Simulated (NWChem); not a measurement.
System: disulfur (S2, triplet); SMILES S=S

```xyz
2

S      0.0000     0.0000     0.9634
S      0.0000     0.0000    -0.9634
```
Atoms are numbered in this order, from 1.

Level: B3LYP/6-31G* (spherical d), spin-unrestricted (NWChem), optimised geometry, unscaled harmonic frequencies. 

Problem. List the harmonic frequencies with IR intensities, and the thermochemistry.

Solution. 
| frequency (cm⁻¹) | IR intensity (km/mol) |
|---|---|
| 701 | 0.0 |

```json
{
 "zero_point_energy": "1.0 kcal/mol",
 "thermal correction to the enthalpy at 298.15 K (with zero-point energy)": "3.1 kcal/mol",
 "heat capacity Cv": "5.8 cal/(mol K)",
 "dipole_moment": "0.00 D"
}
```

Rigid rotor and harmonic oscillator.
